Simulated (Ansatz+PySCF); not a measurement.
Results of a calculation; reference values are marked as such.
## Several solutions for singlet OH(-)

```xyz
2

O     0.0000    0.0000   -0.1090
H     0.0000    0.0000    0.8717
```

Basis set: aug-cc-pVDZ (spherical functions). Charge -1, multiplicity 1.

CASSCF(2,2) was run from several starts with Ansatz (development build ahead of 0.2.0) and PySCF 2.14.0. The starts are those of the Hartree–Fock orbitals from which the active space was taken at the frontier.

```tsv
run	program	start	converged	energy (hartree)	<S²>
A	PySCF	program defaults	yes	-75.39508	0.00
B	Ansatz	search for the lowest state	yes	-75.41811	0.00
C	Ansatz	atomic start, no search	yes	-75.41198	0.00
D	Ansatz	stability test followed	yes	-75.41198	0.00
```

(1) Which runs reached the lowest solution of this kind, and what is wrong with the others?

## Answers

(1) B reached the lowest solution found. Converged but too high: A by 0.63 eV, C by 0.17 eV, D by 0.17 eV. Convergence only shows a stationary point; in CASSCF the end hangs on which orbitals enter the active space. Caution: other starts end on other solutions of this active space.
